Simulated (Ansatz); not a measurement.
# C2HFS: small, medium and large basis sets

One table from this session's results is given with a row withheld; the runs are named, their logs left out.

The runs use Ansatz 0.2.0, Gaussian basis; one geometry, several basis sets.

Levels to be run: PBE0-D4/def2-SVP; ωB97M-V/def2-SVP; PBE0-D4/def2-QZVPP; ωB97M-V/def2-QZVPP; the functionals' def2-TZVPP values are taken from earlier runs.

### The relaxed structure

All runs share one geometry, relaxed beforehand with PBE0-D4 in a triple-zeta def2 set.

SMILES `FC=C=S`, 5 atoms, charge 0, spin multiplicity 1.

Atoms are counted from 1 here; the program's logs count them from 0.

Bond lengths: F1–C2 1.340 Å, C2–C3 1.312 Å, C2–H5 1.082 Å, C3–S4 1.549 Å. Angles: F1–C2–C3 121.8°, F1–C2–H5 115.4°, C3–C2–H5 122.8°, C2–C3–S4 178.4°.

Set-up of the first run:

Input file in.yaml:

```yaml
crystal:
  periodic: [false, false, false]
  atoms:
    - {symbol: F, position_ang: [0.139087, -0.066596, 1.676164]}
    - {symbol: C, position_ang: [0.375258, 0.198808, 0.383784]}
    - {symbol: C, position_ang: [-0.407632, -0.249732, -0.568105]}
    - {symbol: S, position_ang: [-1.307295, -0.760442, -1.720627]}
    - {symbol: H, position_ang: [1.250583, 0.804261, 0.187285]}
basis:
  gaussian: {orbitals: def2-SVP}
hamiltonian: {xc: pbe0, dispersion: d4}
output: {orbitals: {seedname: orbitals}}
```

Run with:

```console
ansatz run in.yaml --threads 2 --pin off --events-out ev --progress --plain --max-ram 4352MiB
```

Steps of the session up to this table: PBE0-D4 in def2-SVP; ωB97M-V in def2-SVP; PBE0-D4 in def2-QZVPP; ωB97M-V in def2-QZVPP.

One of the session's tables, all rows but one given; the rest of the session is left out.

It belongs to the step «Functionals by basis». 

```
functional       basis  HOMO (eV)  LUMO (eV)
   PBE0-D4    def2-SVP      -6.46      -2.85
   PBE0-D4  def2-TZVPP      -6.57      -2.99
   PBE0-D4  def2-QZVPP          ?          ?
   ωB97M-V    def2-SVP      -8.47      -0.54
   ωB97M-V  def2-TZVPP      -8.62      -0.75
   ωB97M-V  def2-QZVPP      -8.67      -0.82
```

**Question.** Estimate the row for PBE0-D4, def2-QZVPP.

**Answer.** HOMO (eV): -6.61; LUMO (eV): -3.03. In the column «HOMO (eV)» it lies between ωB97M-V, def2-SVP (-8.47) and PBE0-D4, def2-TZVPP (-6.57).
